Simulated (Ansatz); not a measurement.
`CC=C=S` → `C=C=CS`  (isomerisation)

Computed with Ansatz on PBE0-D4/def2-TZVP structures; ΔE is electronic, products minus reactants. CBS: MP2 limit from def2 TZ/QZ plus the TZ coupled-cluster correction, frozen cores. Functionals use def2-TZVPP. Each species was taken in one conformer, which may not be the lowest.

```csv
level,ΔE (kcal/mol)
r2SCANh-D4,14.6
CAM-B3LYP-D4,12.8
ωB97M-V,13.0
PBE-QIDH,14.9
```

Q: What does CCSD(T)/CBS give? (An estimate is asked.)

A: Computed: +13.5 kcal/mol. The listed levels differ from it by 1.1, -0.7, -0.5, 1.4 kcal/mol.

Largest T1 diagnostic among the species: 0.016.

In def2-TZVPP, CCSD(T) changes the Hartree–Fock value by +2.2 kcal/mol (the triples alone add +1.0 kcal/mol) and MP2 by +4.3 kcal/mol. At CCSD(T), def2-SVP lies +2.5 kcal/mol from the extrapolated value and def2-TZVPP +0.7 kcal/mol. From BLYP to BHLYP (50 % exact exchange), in def2-TZVPP and without D4, ΔE moves by −0.9 kcal/mol.
